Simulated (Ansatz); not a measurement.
System: NO (charge +1, singlet). 
Structure (B3LYP-D3(BJ)/def2-TZVP (Ansatz, an electronic-structure program) minimum search):
```
N
O 1 1.0564
```
Charge +1, spin multiplicity 1.

Parts of the frozen-core correlation energy in 6-31G (Ansatz, hartree). Frozen orbitals: 2; correlated occupied orbitals by spin: 5 and 5; virtual: 11 and 11. No spin-orbit coupling. Non-relativistic.

```tsv
term	value
reference (HF)	-128.80118
MP2 opposite-spin	-0.19195
MP2 same-spin	-0.07441
CCSD correlation	-0.24732
(T)	-0.00925
FCI minus CCSD(T)	-0.00210
T1 diagnostic	0.018
largest doubles amplitude	0.115
```
